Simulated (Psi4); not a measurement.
**A workflow on AlH2SF (SMILES [F][AlH][SH])**

Aim: a structure relaxation (B3LYP/6-31G*), then vibrational wavenumbers, then the vertical excitations (TDA-B3LYP/6-31G*) of AlH2SF. 

The calculation is run with Psi4 1.11.

### Step 1. The structure to begin with

The species is AlH2SF (5 atoms), meant as a singlet with charge 0. SMILES: `[F][AlH][SH]`. Geometry: relaxed at PBE0-D4/def2-TZVP. This is one conformer, not always the lowest. The run starts from this shape.

Bond lengths: F1–Al2 1.645 Å, Al2–S3 2.169 Å, Al2–H4 1.569 Å, S3–H5 1.345 Å. Angles: F1–Al2–S3 116.3°, F1–Al2–H4 119.8°, S3–Al2–H4 123.9°, Al2–S3–H5 91.6°.

### Step 2. A structure relaxation at B3LYP/6-31G(d) (density fitting, Cartesian functions) (run 1)

The input, alfh2s.py:

```python
import psi4

psi4.set_memory('1600 MB')
psi4.set_num_threads(1)
psi4.core.set_output_file('psi4.out', False)

mol = psi4.geometry("""
0 1
F     -1.203500    -1.535800     0.877500
Al    -0.513900    -0.309100     0.024800
S      1.536100     0.182600     0.533500
H     -1.341100     0.430400    -1.085200
H      1.572300     1.158200    -0.392100
""")

psi4.set_options({
    'geom_maxiter': 60,
})

energy_value, wavefunction = psi4.optimize('b3lyp/6-31G*', molecule=mol, return_wfn=True)
print(f'b3lyp/6-31G* energy: {energy_value:.10f} Eh')
print(mol.to_string(dtype='xyz', units='Angstrom'))
```

Launch:

```bash
python alfh2s.py
```

psi4.out:

```text
[...]
  Running in c1 symmetry.
[...]
  Nuclear repulsion =  130.763162013636162
[...]
  Multiplicity = 1
[...]
  Nalpha       = 20
  Nbeta        = 20
[...]
    Number of basis functions: 57
[...]
   @DF-RKS iter   1:  -741.65412711128886   -4.21311e-01   9.33665e-03 ADIIS/DIIS
[...]
   @DF-RKS iter   7:  -741.77677497764137   -2.95586e-12   2.82664e-09 DIIS
[...]
    Orbital Energies [Eh]
    ---------------------
    Doubly Occupied:
       1A    -88.879876     2A    -56.087624     3A    -24.668678
       4A     -7.945823     5A     -5.909844     6A     -5.905426
       7A     -5.902372     8A     -4.175377     9A     -2.732098
      10A     -2.727139    11A     -2.725448    12A     -1.142130
      13A     -0.734840    14A     -0.468340    15A     -0.425623
      16A     -0.404378    17A     -0.400304    18A     -0.379523
      19A     -0.314331    20A     -0.280757
[...]
  @DF-RKS Final Energy:  -741.77677497764137
   => Energetics <=
    Nuclear Repulsion Energy =            129.6414227092617182
    One-Electron Energy =               -1286.4329687732065395
    Two-Electron Energy =                 459.8709229522496571
    DFT Exchange-Correlation Energy =     -44.8561518659462095
    Empirical Dispersion Energy =           0.0000000000000000
    VV10 Nonlocal Energy =                  0.0000000000000000
    Total Energy =                       -741.7767749776414803
[...]
 Multipole Moments:
 ------------------------------------------------------------------------------------
     Multipole            Electronic (a.u.)      Nuclear  (a.u.)        Total (a.u.)
 ------------------------------------------------------------------------------------
 L = 1.  Multiply by 2.5417464519 to convert [e a0] to [Debye]
 Dipole X            :         -2.0043295            1.9231258           -0.0812036
 Dipole Y            :         -2.7542310            3.2852146            0.5309836
 Dipole Z            :          1.6866926           -2.2454465           -0.5587539
 Magnitude           :                                                    0.7750764
[...]
  -Total Gradient:
     Atom            X                  Y                   Z
    ------   -----------------  -----------------  -----------------
       1       -0.000042012970     0.000058324958     0.000036160930
       2        0.000102747692     0.000021442938    -0.000298987157
       3       -0.000037946241     0.000035652472     0.000022907683
       4       -0.000013533119     0.000105642237     0.000012302351
       5        0.000071709151     0.000020288562     0.000025955425
[...]
    Final optimized geometry and variables:
    Molecular point group: c1
    Full point group: C1
    Geometry (in Angstrom), charge = 0, multiplicity = 1:
    F           -1.379092119689    -1.171533531449     0.471576368067
    AL          -0.676822990823     0.058337861216    -0.383250286311
    S            1.392081468362     0.572300762554     0.115807073367
    H           -1.501442066846     0.807000601863    -1.496899531609
    H            1.456340891257     1.560057477795    -0.806186335277
[...]
```

On the terminal:

```text
Some dependencies such as QCElemental have not yet finished migration to pydantic v2. If issues are encountered please downgrade pydantic or upgrade QCElemental as appropriate
	Energy has increased in a minimization.
	Energy ratio indicates iffy step.
	Intrafrag trust radius decreased to   0.25.
	Previous geometry is closer to target in internal coordinates, so using that one.

	Best geometry has RMS(Delta(q)) = 2.96e-06

Optimizer: Optimization complete!
b3lyp/6-31G* energy: -741.7767749776 Eh
5
0 1 AlFH2S
F                    -1.379092119689    -1.171533531449     0.471576368067
Al                   -0.676822990823     0.058337861216    -0.383250286311
S                     1.392081468362     0.572300762554     0.115807073367
H                    -1.501442066846     0.807000601863    -1.496899531609
H                     1.456340891257     1.560057477795    -0.806186335277
```

Run time: 9 s. Hardware: 1 thread of Intel Xeon 6975P-C (Granite Rapids), shared host; peak memory 0.39 GiB.

Steps, from the record of the run:

| step | energy from the first frame kept (eV) | largest force (eV/Å) |
| --- | --- | --- |
| 0 | 0.0000 | 0.3130 |
| 1 | -0.0076 | 0.0771 |
| 2 | -0.0079 | 0.0181 |
| 3 | -0.0079 | 0.0163 |

After the run. Bond lengths: F1–Al2 1.654 Å, Al2–S3 2.189 Å, Al2–H4 1.575 Å, S3–H5 1.353 Å. Angles: F1–Al2–S3 117.3°, F1–Al2–H4 119.8°, S3–Al2–H4 123.0°, Al2–S3–H5 93.5°.

### Step 3. Vibrational wavenumbers at B3LYP/6-31G(d) (density fitting, Cartesian functions) (run 2)

The input, alfh2s.xyz:

```xyz
5
AlFH2S
F     -1.221342    -1.547668     0.883099
Al    -0.519073    -0.317797     0.028272
S      1.549832     0.196166     0.527329
H     -1.343692     0.430866    -1.085377
H      1.614091     1.183923    -0.394664
```

The input, run.py:

```python
import psi4

psi4.set_memory(1600000000)
psi4.set_num_threads(1)
psi4.set_output_file('alfh2s.out', False)

with open('alfh2s.xyz') as f:
    atoms = ''.join(f.readlines()[2:])
m = psi4.geometry('0 1\n' + atoms + '')

psi4.set_options({
    'basis': '6-31G*',
    't': 600.0,
    'rotational_symmetry_number': 1,
})

E = psi4.frequencies('b3lyp')
print('E =', round(E, 9))
```

Launch:

```bash
python run.py
```

alfh2s.out (excerpt; [...] marks lines left out):

```text
[...]
  Running in c1 symmetry.
[...]
  Nuclear repulsion =  129.641414515112587
[...]
  Multiplicity = 1
[...]
  Nalpha       = 20
  Nbeta        = 20
[...]
    Number of basis functions: 57
[...]
   @DF-RKS iter   1:  -741.65462554106716   -4.42786e-01   9.31159e-03 DIIS/ADIIS
[...]
   @DF-RKS iter  11:  -741.77677378416695   -1.36424e-12   2.25456e-09 DIIS
[...]
  @DF-RKS Final Energy:  -741.77677378416695
   => Energetics <=
    Nuclear Repulsion Energy =            129.6402814564968651
    One-Electron Energy =               -1286.4317466623078872
    Two-Electron Energy =                 459.8707631334921189
    DFT Exchange-Correlation Energy =     -44.8560717118481804
    Empirical Dispersion Energy =           0.0000000000000000
    VV10 Nonlocal Energy =                  0.0000000000000000
    Total Energy =                       -741.7767737841669486
[...]
 Multipole Moments:
[...]
  -Total Gradient:
     Atom            X                  Y                   Z
    ------   -----------------  -----------------  -----------------
       1       -0.000046352824     0.000073402491     0.000031254916
       2       -0.000058723507     0.000174702532    -0.000575503669
       3       -0.000073165904    -0.000414409616     0.000467798042
       4        0.000162489949    -0.000062801329     0.000283961452
       5        0.000096788606     0.000470116491    -0.000409116266
[...]
  ==> Harmonic Vibrational Analysis <==
[...]
  Freq [cm^-1]                 189.3932            272.2093            468.7421
[...]
  IR activ [km/mol]            15.2904              4.1637             127.1536
[...]
  Freq [cm^-1]                 470.4615            650.2292            708.3901
[...]
  IR activ [km/mol]            20.8479             169.7883            23.2505
[...]
  Freq [cm^-1]                 879.4854           1992.3090           2668.6885
[...]
  IR activ [km/mol]            144.8304            139.4133             7.0366
[...]
  Total E_0, Enthalpy at 0 [K]                                                         -741.75786640 [Eh]
[...]
  Total H, Enthalpy at  600.00 [K]                                                     -741.74320174 [Eh]
[...]
  Total G, Gibbs energy at  600.00 [K]                                                 -741.82239157 [Eh]
[...]
```

Standard output:

```text
Warning: used thermodynamics relations inappropriate for low-frequency modes: ['189.3932' '272.2093' '468.7421' '470.4615']
E = -741.776774978
```

Wall time 59 s (1 thread of Intel Xeon 6975P-C (Granite Rapids), shared host); peak memory 0.38 GiB.

### Step 4. The vertical excitations at TDA-B3LYP/6-31G(d) (density fitting, Cartesian functions, save jk yes) (run 3)

The input, alfh2s.dat:

```
memory 1.6 GB

molecule m {
  0 1
  F     -1.221342    -1.547668     0.883099
  Al    -0.519073    -0.317797     0.028272
  S      1.549832     0.196166     0.527329
  H     -1.343692     0.430866    -1.085377
  H      1.614091     1.183923    -0.394664
  units angstrom
  symmetry c1
}

set {
  basis 6-31G*
  save_jk true
}

from psi4.driver.procrouting.response.scf_response import tdscf_excitations
e_tot, wfn = energy('b3lyp', return_wfn=True)
states = tdscf_excitations(wfn, states=4, tda=True)
```

Launch:

```bash
psi4 alfh2s.dat alfh2s.out -n 1
```

alfh2s.out (excerpt; [...] marks lines left out):

```text
[...]
  Running in c1 symmetry.
[...]
  Nuclear repulsion =  129.641414515112615
[...]
  Multiplicity = 1
[...]
  Nalpha       = 20
  Nbeta        = 20
[...]
    Number of basis functions: 57
[...]
   @DF-RKS iter   1:  -741.65462553888494   -4.42786e-01   9.31159e-03 ADIIS/DIIS
[...]
   @DF-RKS iter   8:  -741.77677497408160   -3.15247e-08   8.14022e-07 DIIS
[...]
  @DF-RKS Final Energy:  -741.77677497408160
   => Energetics <=
    Nuclear Repulsion Energy =            129.6414145151126149
    One-Electron Energy =               -1286.4328155478872304
    Two-Electron Energy =                 459.8707689686963249
    DFT Exchange-Correlation Energy =     -44.8561429100033919
    Empirical Dispersion Energy =           0.0000000000000000
    VV10 Nonlocal Energy =                  0.0000000000000000
    Total Energy =                       -741.7767749740816043
[...]
 Multipole Moments:
 ------------------------------------------------------------------------------------
     Multipole            Electronic (a.u.)      Nuclear  (a.u.)        Total (a.u.)
 ------------------------------------------------------------------------------------
 L = 1.  Multiply by 2.5417464519 to convert [e a0] to [Debye]
 Dipole X            :         -2.0043068            1.9231259           -0.0811810
 Dipole Y            :         -2.7542201            3.2852148            0.5309947
 Dipole Z            :          1.6866923           -2.2454465           -0.5587542
 Magnitude           :                                                    0.7750820
[...]
**********                               WARNING                                **********
**********       The names of excited state variables changed between 1.5       **********
[...]
**********                               WARNING                                **********
**********  Length-gauge rotatory strengths are **NOT** gauge-origin invariant  **********
[...]
                                    Excitation Energy         Total Energy        Oscillator Strength             Rotatory Strength
[...]
Excited State    1 (1 A):   0.21960 au   207.49 nm f = 0.0622
[...]
Excited State    2 (1 A):   0.22611 au   201.51 nm f = 0.0525
[...]
Excited State    3 (1 A):   0.23420 au   194.55 nm f = 0.0066
[...]
Excited State    4 (1 A):   0.24870 au   183.21 nm f = 0.0000
[...]
```

Run time: 5.4 s. Hardware: 1 thread of Intel Xeon 6975P-C (Granite Rapids), shared host; peak memory 0.36 GiB.

The roots found:

| excited state | energy (eV) | strength | label |
| --- | --- | --- | --- |
| 1 | 5.976 | 0.0622 | A 1 |
| 2 | 6.153 | 0.0525 | A 1 |
| 3 | 6.373 | 0.0066 | A 1 |
| 4 | 6.767 | 0.0000 | A 1 |

### Step 5. What came out

| quantity | value |
| --- | --- |
| run 1, B3LYP/6-31G*: total energy at the end | -741.77677 Eh |
| run 1, B3LYP/6-31G*: dipole moment | 1.97 D |
| run 1, B3LYP/6-31G*: HOMO energy | -7.64 eV |
| run 1, B3LYP/6-31G*: LUMO energy | -1.08 eV |
| run 1, B3LYP/6-31G*: HOMO–LUMO gap | 6.56 eV |
| run 2, B3LYP/6-31G*: lowest harmonic wavenumber | 189 cm⁻¹ |
| run 2, B3LYP/6-31G*: highest harmonic wavenumber | 2669 cm⁻¹ |
| run 2, B3LYP/6-31G*: zero-point energy | 49.6 kJ/mol |
| run 2, B3LYP/6-31G*: ideal-gas entropy at 600 K (symmetry number 1 as used) | 82.8 cal/(mol K) |
| run 3, TDA-B3LYP/6-31G*: ground-state or mean-field energy | -741.77677 Eh |
| run 3, TDA-B3LYP/6-31G*: dipole moment (B3LYP Kohn–Sham density) | 1.97 D |
| run 3, TDA-B3LYP/6-31G*: HOMO energy (B3LYP Kohn–Sham orbitals) | -7.64 eV |
| run 3, TDA-B3LYP/6-31G*: LUMO energy (B3LYP Kohn–Sham orbitals) | -1.08 eV |
| run 3, TDA-B3LYP/6-31G*: HOMO–LUMO gap (B3LYP Kohn–Sham orbitals) | 6.56 eV |
| run 3, TDA-B3LYP/6-31G*: lowest excitation energy | 5.98 eV |

What this shows: The optimisation (run 1, B3LYP/6-31G*) took 4 steps and changed the energy by -0.008 eV. All 9 modes (run 2, B3LYP/6-31G*) are real, so the shape is a minimum at this level. The brightest of the 4 transitions from the ground state lies at 5.98 eV (207 nm, f = 0.062).
